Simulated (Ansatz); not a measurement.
The input, for Ansatz 0.2.0:

```yaml
crystal:
  periodic: [false, false, false]
  atoms:
    - {symbol: B, position_ang: [-0.005520, 0.541322, 1.590598]}
    - {symbol: Ge, position_ang: [-0.006353, 0.039177, -0.503018]}
    - {symbol: N, position_ang: [0.041611, -0.721330, 1.210961]}
    - {symbol: H, position_ang: [-0.061166, 1.394356, 2.362975]}
basis:
  gaussian: {orbitals: STO-3G}
magnetization: {spin_polarized: true, initial_magnetization: 3}
hamiltonian: {xc: {name: r2SCAN}}
correlation: {method: ccsdt_q, electrons: valence, diis_vectors: 2}
scf: {omitted_lower_state_checks: [cluster_reference]}
```

```sh
$ ansatz run in.yaml --threads 1 --pin off --events-out ev --progress --plain --max-ram 2393MiB
```

Output:

```
these checks for a lower state are left out or cut short: cluster_reference
429 factors; integrals over basis functions are off by at most 3.5e-8 eV
mean field evaluation 1: about -57723.9862 eV, gradient 2.1e2 eV
mean field evaluation 2: about -57723.9519 eV, gradient 2.1e2 eV
mean field evaluation 4: about -56687.2056 eV, gradient 1.9e2 eV
mean field evaluation 8: about -57940.2455 eV, gradient 8.7e1 eV
mean field evaluation 16: about -58017.0888 eV, gradient 2.2e-1 eV
mean field evaluation 32: about -58017.0785 eV, gradient 6.3e-1 eV
mean field evaluation 64: about -58002.9805 eV, gradient 2.8e1 eV
mean field evaluation 96: about -58010.2488 eV, gradient 8.2e0 eV
mean field -58017.08985557 eV, -2132.0887267962 hartree, gradient 8.9e-7 eV, S^2 3.759389; 3 other end points of the search recorded, 0 dependent functions left out
11 core orbitals not correlated: weight in the atoms' cores, before any rotation towards them, 1.000 or more for the frozen orbitals, at most 0.000 for the correlated occupied ones
reference -57966.71525474 eV, -2130.2374943611 hartree; 13, 10 occupied and 5, 8 virtual orbitals, 429 factors
second order -4.22213790 eV of doubles, -0.85506367 eV of singles
cycle   1  -4.93775389 eV  change    1.1e-1 eV  update   1.3e-1
cycle   2  -5.41849800 eV  change   -4.8e-1 eV  update   8.9e-2
...
cycle  21  -5.93843223 eV  change    3.1e-6 eV  update   2.6e-5
cycle  22  -5.93842244 eV  change    9.8e-6 eV  update   1.7e-5
cycle  23  -5.93841575 eV  change    6.7e-6 eV  update   1.4e-5
cycle  24  -5.93841451 eV  change    1.2e-6 eV  update   1.0e-5
cycle  25  -5.93840854 eV  change    6.0e-6 eV  update   8.4e-6
cycle  26  -5.93840723 eV  change    1.3e-6 eV  update   6.0e-6
cycle  27  -5.93840657 eV  change    6.6e-7 eV  update   4.9e-6
cycle  28  -5.93840397 eV  change    2.6e-6 eV  update   3.8e-6
cycle  29  -5.93840492 eV  change   -9.5e-7 eV  update   2.9e-6
cycle  30  -5.93840358 eV  change    1.3e-6 eV  update   2.3e-6
perturbative correction -0.01840181 eV, -0.0006762539 hartree
Total energy: -57972.67206014 eV, -2130.4564029215 hartree
Checks for a lower state left out: cluster_reference
```

The T1 diagnostic is 0.068.

Ran on 1 thread of Arm Neoverse N1, shared host: 22 s wall, 0.21 GiB peak host memory.
